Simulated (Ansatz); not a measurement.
A calculation on bcc V returned lattice constant a 2.915 Å, bulk modulus 232 GPa.

For reference: lattice constant a 3.021 Å (measured, static lattice: zero-point anharmonic expansion removed; as tabulated in Mejia-Rodriguez and Trickey (2018), arXiv:1807.09216); bulk modulus 161 GPa (measured, corrected for temperature and zero-point phonon effects, our sources range from 159 to 166; as tabulated in Levämäki et al. (2014), arXiv:1402.3671).

Q: Which level of theory produced these numbers?
A) HSE06 (Ansatz (a quantum-chemistry and plane-wave program))
B) PBE0-D3(BJ) (Ansatz)
C) r²SCANh (Ansatz)
D) r²SCAN0 (Ansatz)

A: B, PBE0-D3(BJ) (Ansatz)

The others give: HSE06 2.962 Å, 207 GPa; r²SCAN0 2.957 Å, 211 GPa; r²SCANh 2.968 Å, 203 GPa.

Unless a cell is named, each level is at its own relaxed cell (HSE06 13.00, PBE0-D3(BJ) 12.39, r²SCAN0 12.93, r²SCANh 13.08 Å³/atom).

The crystal itself was run without spin with HSE06, r²SCAN0, r²SCANh, PBE0-D3(BJ); a magnetic state was not tried in these runs.

Ansatz's density-functional and Hartree–Fock values are scalar-relativistic unless marked +SOC, with PAW data made under PBE.
